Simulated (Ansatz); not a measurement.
A basis-limit estimate, worked out

An elementary step of CH₇AlO, singlet (CH₅Al ([CH3][AlH2]) + H₂O → AlH₃O ([OH][AlH2]) + CH₄; Al–C, H–O broken or loosened, Al–O, C–H formed or tightened). “Start” and “end” are the PBE0-D4/def2-TZVP structures reached by relaxing down either side of its saddle point, with the molecules still in contact.

Ansatz 0.2.0; basis: def2-TZVPP and def2-QZVPP; cores frozen in the correlated methods.

Energies in eV:

| quantity | end | start |
| --- | --- | --- |
| Hartree–Fock, triple zeta (X = 3) | -9764.14241 | -9763.27285 |
| Hartree–Fock, quadruple zeta (X = 4) | -9764.51666 | -9763.63247 |
| MP2 correlation, X = 3 | -14.52355 | -14.59539 |
| MP2 correlation, X = 4 | -15.57693 | -15.65291 |
| CCSD(T) correlation, X = 3 | -16.00719 | -16.10595 |

Problem. Work out the step energy at the basis limit: extrapolate Hartree–Fock as E(X) = E∞ + A exp(−7.88 √X) and the MP2 correlation as E(X) = E∞ + B X^−2.97 (the exponents that Neese and Valeev fitted for def2-TZVPP and QZVPP), then add CCSD(T) − MP2 in triple zeta.

Solution. Each step is linear, so take the differences first (end − start): Hartree–Fock -0.86956 (X = 3) and -0.88419 (X = 4); MP2 correlation 0.07184 and 0.07598; CCSD(T) correlation 0.09876.
Two points give E∞ = E(4) + w [E(4) − E(3)], with w = 1/(exp(7.88 (2 − √3)) − 1) = 0.1377 for Hartree–Fock and w = 1/((4/3)^2.97 − 1) = 0.7407 for the correlation.
Hartree–Fock: -0.88419 + 0.1377 × (-0.01463) = -0.8862 eV.
MP2 correlation: 0.07598 + 0.7407 × 0.00414 = 0.0790 eV.
CCSD(T) − MP2: 0.09876 − 0.07184 = 0.0269 eV.
Sum: -0.8862 + 0.0790 + 0.0269 = -0.7803 eV, or -17.99 kcal/mol. Plain CCSD(T) in triple zeta gives -0.7708 eV, so the larger basis shifts the result by -0.0095 eV.

T1 diagnostic: at most 0.012.

The step is the kind of ligand exchange by which a precursor binds to a hydroxyl group, or is hydrolysed, in atomic layer deposition of oxides.

Labels in which every atom is bracketed show which atoms are joined, not bond orders.

For scale, one of the runs: CCSD(T)/def2-TZVPP, 202 basis functions, launched by `ansatz run in.yaml --threads 2 --pin off --events-out ev --progress --plain --max-ram 4352MiB`. Hardware: 2 CPU threads of an Arm Neoverse V1, shared host. Wall time 63 s; peak host memory 2.5 GiB.
